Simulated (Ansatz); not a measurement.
Computed with frozen-core CCSD(T)/cc-pVTZ // PBE-D3(BJ)/def2-TZVP (Ansatz, a first-principles code).

Ansatz 0.2 input:
```yaml
crystal:
  periodic: [false, false, false]
  atoms:
    - { symbol: Si, position_ang: [-0.001953, -0.000579, 0.339969] }
    - { symbol: H, position_ang: [-0.55612, 1.312001, -0.114288] }
    - { symbol: H, position_ang: [1.415074, -0.173539, -0.105493] }
    - { symbol: H, position_ang: [-0.857002, -1.137884, -0.120188] }
basis:
  gaussian: { orbitals: cc-pVTZ }
correlation:
  method: ccsd_t
magnetization:
  spin_polarized: true
  initial_magnetization: 1
```

Output:

```
Functional definition: HF
429 factors; integrals over basis functions are off by at most 8.3e-4 eV
mean field evaluation 1: about -7907.9870 eV, gradient 7.1e0 eV
mean field evaluation 2: about -7907.9901 eV, gradient 7.1e0 eV
mean field evaluation 4: about -7908.7104 eV, gradient 6.2e-1 eV
mean field evaluation 8: about -7908.7187 eV, gradient 1.9e-3 eV
mean field evaluation 16: about -7908.7187 eV, gradient 6.2e-6 eV
mean field -7908.71869034 eV, -290.6400511479 hartree, gradient 6.2e-6 eV, S^2 0.754998; 0 other end points of the search recorded, 0 dependent functions left out
5 core orbitals not correlated
reference -7908.71869034 eV, -290.6400511479 hartree; 4, 3 occupied and 67, 68 virtual orbitals, 429 factors
second order -3.17022119 eV of doubles, -0.00000000 eV of singles
cycle   1  -3.67951681 eV  change   -5.1e-1 eV  update   5.4e-2
cycle   2  -3.87881871 eV  change   -2.0e-1 eV  update   2.1e-2
cycle   3  -3.88651124 eV  change   -7.7e-3 eV  update   5.8e-3
cycle   4  -3.88598388 eV  change    5.3e-4 eV  update   1.9e-3
cycle   5  -3.88558056 eV  change    4.0e-4 eV  update   7.8e-4
cycle   6  -3.88566081 eV  change   -8.0e-5 eV  update   2.6e-4
cycle   7  -3.88575018 eV  change   -8.9e-5 eV  update   7.9e-5
cycle   8  -3.88575149 eV  change   -1.3e-6 eV  update   2.3e-5
cycle   9  -3.88574426 eV  change    7.2e-6 eV  update   7.3e-6
perturbative correction -0.09609696 eV, -0.0035314982 hartree
Total energy: -7912.70053156 eV, -290.7863811138 hartree
```

Cost: very roughly 4 core-seconds.
